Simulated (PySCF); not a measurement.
**C$_{4}$H$_{3}$ClS: calculation and literature**

Geometry:
```tsv
atom	x (Å)	y (Å)	z (Å)
Cl1	2.372	-0.963	0.549
C2	0.873	-0.208	0.179
C3	-0.346	-0.923	0.068
C4	-1.383	-0.103	-0.230
S5	-0.894	1.538	-0.378
C6	0.737	1.127	-0.035
H7	-0.425	-1.985	0.205
H8	-2.413	-0.360	-0.373
H9	1.493	1.885	-0.011
```

Theoretical values (PySCF): geometry: GFN2-xTB, NMR shieldings at PBE0/pcSseg-1/GIAO. In vacuum, one computed conformer, non-relativistic Hamiltonian.

Reference values: estimated from measurements, as parent shift plus tabulated substituent increment (solution, not stated per compound (mostly CDCl3 or CCl4); Pretsch, Buehlmann, Badertscher, Structure Determination of Organic Compounds, 4th ed. (2009)).
| atoms | quantity | reference | computed | computed, scaled |
| --- | --- | --- | --- | --- |
| H8 | δ $^{1}$H | 7.22 | 7.19 | 6.87 |
| H9 | δ $^{1}$H | 7.06 | 6.98 | 6.68 |
| H7 | δ $^{1}$H | 6.92 | 7.07 | 6.76 |

Computed shifts are σ(ref) − σ with the named reference compound (TMS for H and C) calculated as an isolated molecule at the same level. The measured values may be among those fitted. Shieldings were converted by linear fits to measured shifts (mostly CDCl3, TMS scale, for H and C): $^{1}$H (scatter 0.17 ppm rms, 0.18 ppm with the 4 outliers that the fit left out). A few per cent of atoms miss by over 2 rms, more outside the fitted compound classes.

Question: How far are the unscaled $^{1}$H shifts from the references?

Answer: Mean signed difference +0.01 ppm, mean absolute 0.09 ppm over 3 comparisons; the largest is +0.15 ppm at H7 (hydrogen on an aromatic CH).
